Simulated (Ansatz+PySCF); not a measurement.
Results of a calculation; reference values are marked as such.
## Ansatz (development build ahead of 0.2.0) run

```yaml
crystal:
  periodic: [false, false, false]
  atoms:
    - { symbol: C, position_ang: [-0.01722, -0.32048, -2.59416] }
    - { symbol: C, position_ang: [0.0037, 0.56398, -1.26022] }
    - { symbol: C, position_ang: [0.03055, -0.34985, 0.01431] }
    - { symbol: C, position_ang: [-0.02039, 0.4721, 1.27002] }
    - { symbol: C, position_ang: [-0.0078, -0.36084, 2.5748] }
    - { symbol: H, position_ang: [-0.03805, 0.34199, -3.45351] }
    - { symbol: H, position_ang: [0.9131, -1.00074, -2.56564] }
    - { symbol: H, position_ang: [-0.90434, -0.99723, -2.6366] }
    - { symbol: H, position_ang: [-0.90072, 1.21288, -1.31033] }
    - { symbol: H, position_ang: [0.86385, 1.21218, -1.23497] }
    - { symbol: H, position_ang: [0.91539, -0.96074, 0.02827] }
    - { symbol: H, position_ang: [-0.90789, -0.94083, -0.00323] }
    - { symbol: H, position_ang: [-0.84496, 1.2214, 1.27197] }
    - { symbol: H, position_ang: [0.918, 1.20239, 1.30149] }
    - { symbol: H, position_ang: [-0.01478, 0.29049, 3.40648] }
    - { symbol: H, position_ang: [-0.85568, -0.93386, 2.60537] }
    - { symbol: H, position_ang: [0.92476, -0.97146, 2.63039] }
basis:
  gaussian: { orbitals: def2-SVP }
magnetization:
  spin_polarized: true
hamiltonian:
  xc: hf
correlation:
  method: mp2
  frozen_orbitals: { C: 1, H: 0 }
scf:
  omitted_lower_state_checks: [stability, starts, atomic_configurations, cluster_reference, orbital_swaps, given_window_search, neighbouring_geometries, increment]
```

The input is written out in the form of the current development build from the run's settings.

Output:

| Item | Value |
| --- | --- |
| Converged | yes |
| Reference energy | -196.17279 hartree |
| Correlation energy | -0.73273 hartree |
| Total energy | -196.90552 hartree |
| Spin squared of the determinant | 0.000 |
